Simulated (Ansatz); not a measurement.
**Rhenium, hcp: convergence with Fermi-Dirac smearing**

Computed with Ansatz, r²SCAN, scalar-relativistic PAW, on the relaxed cell (a = 2.760 Å, c = 4.457 Å (c/a = 1.615); spin not included). Errors count from a run at 500 eV on a Γ-centred 21×21×12 mesh with Fermi-Dirac smearing of 0.1 eV, extrapolated to zero width. Fixed here: cutoff 500 eV, mesh 13×13×7. The SCF starts from atomic densities corrected by a trained network.

| width (eV) | E(σ→0) error (meV/atom) | F error (meV/atom) | P (GPa) | SCF iterations |
| --- | --- | --- | --- | --- |
| 0.01 | 0.2 | 0.1 | -0.22 | 6 |
| 0.03 | 0.3 | -0.8 | -0.22 | 6 |
| 0.1 | 0.5 | -12.3 | 0.00 | 6 |
| 0.2 | 2.0 | -51.9 | 0.59 | 6 |
| 0.3 | 3.4 | -120.0 | 1.48 | 6 |
| 0.6 | 4.0 | -490.9 | 6.37 | 6 |
| 1.0 | 5.4 | -1373.2 | 18.55 | 6 |
